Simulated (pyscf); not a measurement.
Thermochemistry of product channels of H₂B–F + silane (SiH₄) on the singlet surface, in kJ/mol, from ωB97M-D3(BJ)/def2-TZVP energies (ideal gas, 1 atm, RRHO with modes under 100 cm⁻¹ raised to 100, one conformer, R ln 2 for rigid chiral ones). Structures and frequencies: ωB97X-D3(BJ)/def2-SVP in PySCF.

| products | ΔE | ΔH(298 K) | ΔG(298 K) | ΔG(1200 K) |
|---|---|---|---|---|
| H₂B–SiH₃ + hydrogen fluoride (HF) | +179.1 | +179.1 | +173.7 | +146.1 |
| borane (BH₃) + F–SiH₃ | … | +28.0 | +28.0 | … |
| F–BH–SiH₃ + hydrogen (H₂) | +51.9 | +43.3 | +44.8 | +34.3 |

Q: What belongs in the gaps?

A: 
- borane (BH₃) + F–SiH₃, ΔE: +28.6
- borane (BH₃) + F–SiH₃, ΔG(1200 K): +26.3

These are energies of the channels, which say nothing of barriers.
